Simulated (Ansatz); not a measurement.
**CH4Al− (SMILES [CH2-][AlH2]): one structure at several levels**

A test off equilibrium: a structure displaced at random from a GFN2-xTB minimum is computed at several levels, and each is set against CCSD(T).

Program: Ansatz 0.2.0, Gaussian basis. Level of theory: single points in def2-TZVPPD. These are calculated values, not measurements.

Cores are frozen in the correlated methods.

**1. Starting geometry**

SMILES `[CH2-][AlH2]`, 6 atoms, charge -1, spin multiplicity 1.

Atoms are counted from 1 here; the program's logs count them from 0.

Bond lengths: C1–Al2 1.880 Å, C1–H3 1.248 Å, C1–H4 1.213 Å, Al2–H5 1.858 Å, Al2–H6 1.599 Å. Angles: Al2–C1–H3 109.4°, Al2–C1–H4 109.8°, H3–C1–H4 117.6°, C1–Al2–H5 127.4°, C1–Al2–H6 127.4°, H5–Al2–H6 104.9°.

Coordinates:

```xyz
6

C    -0.0558   -1.1793    0.3947
Al    0.1772    0.6645    0.1098
H    -1.0294   -1.5828   -0.2729
H     1.0024   -1.7538    0.2486
H     0.5713    1.5170   -1.4929
H    -0.0941    1.8490    1.1493
```

**2. CCSD(T)/def2-TZVPPD**

The input, run/in.yaml:

```yaml
crystal:
  periodic: [false, false, false]
  atoms:
    - {symbol: C, position_ang: [-0.055800, -1.179300, 0.394700]}
    - {symbol: Al, position_ang: [0.177200, 0.664500, 0.109800]}
    - {symbol: H, position_ang: [-1.029400, -1.582800, -0.272900]}
    - {symbol: H, position_ang: [1.002400, -1.753800, 0.248600]}
    - {symbol: H, position_ang: [0.571300, 1.517000, -1.492900]}
    - {symbol: H, position_ang: [-0.094100, 1.849000, 1.149300]}
basis:
  gaussian: {orbitals: "def2-TZVPPD.json"}
total_charge: -1
correlation: {method: ccsd_t}
output: {forces: true}
```

The basis file named in the input lies beside it (Basis Set Exchange, JSON).

No record of the launch command was kept for these runs.

**3. PBE0-D4/def2-TZVPPD**

run/in.yaml, as its differences from that of step 2:

```diff
@@ -12,3 +12,3 @@
 total_charge: -1
-correlation: {method: ccsd_t}
-output: {forces: true}
+hamiltonian: {xc: pbe0, dispersion: d4}
+output: {forces: true, orbitals: {seedname: orbitals}}
```

**4. wB97M-V/def2-TZVPPD**

run/in.yaml, as its differences from that of step 3:

```diff
@@ -12,3 +12,3 @@
 total_charge: -1
-hamiltonian: {xc: pbe0, dispersion: d4}
-output: {forces: true, orbitals: {seedname: orbitals}}
+hamiltonian: {xc: {name: wB97M-V}}
+output: {forces: true}
```

**5. r2SCAN-D4/def2-TZVPPD**

run/in.yaml, as its differences from that of step 4:

```diff
@@ -12,3 +12,3 @@
 total_charge: -1
-hamiltonian: {xc: {name: wB97M-V}}
+hamiltonian: {xc: r2scan, dispersion: d4}
 output: {forces: true}
```

**6. PBE-D4/def2-TZVPPD**

run/in.yaml, as its differences from that of step 5:

```diff
@@ -12,3 +12,3 @@
 total_charge: -1
-hamiltonian: {xc: r2scan, dispersion: d4}
+hamiltonian: {xc: pbe, dispersion: d4}
 output: {forces: true}
```

**7. revPBE-D4/def2-TZVPPD**

run/in.yaml, as its differences from that of step 6:

```diff
@@ -12,3 +12,3 @@
 total_charge: -1
-hamiltonian: {xc: pbe, dispersion: d4}
+hamiltonian: {xc: {name: revPBE}, dispersion: d4}
 output: {forces: true}
```

**8. SPW92/def2-TZVPPD**

run/in.yaml, as its differences from that of step 7:

```diff
@@ -12,3 +12,3 @@
 total_charge: -1
-hamiltonian: {xc: {name: revPBE}, dispersion: d4}
+hamiltonian: {xc: lda}
 output: {forces: true}
```

(Steps that only read results are left out.)

**Question.** What will these runs give? Wanted: RMS force component; RMS force error; HOMO and LUMO, PBE0-D4; T1 diagnostic.

The runs gave:

```
              quantity                                                                                           value
   RMS force component                                                            1.030 to 1.166 eV/Å over the methods
       RMS force error  PBE0-D4 0.110, wB97M-V 0.106, r2SCAN-D4 0.099, PBE-D4 0.139, revPBE-D4 0.196, SPW92 0.182 eV/Å
HOMO and LUMO, PBE0-D4                                                                                0.57 and 3.31 eV
         T1 diagnostic                                                                                           0.014
```

**Reading.** The forces of r2SCAN-D4 come nearest to CCSD(T), those of revPBE-D4 are farthest. Frozen-core CCSD(T) forces in triple zeta carry basis errors of their own, and this is one geometry, so small gaps rank nothing.
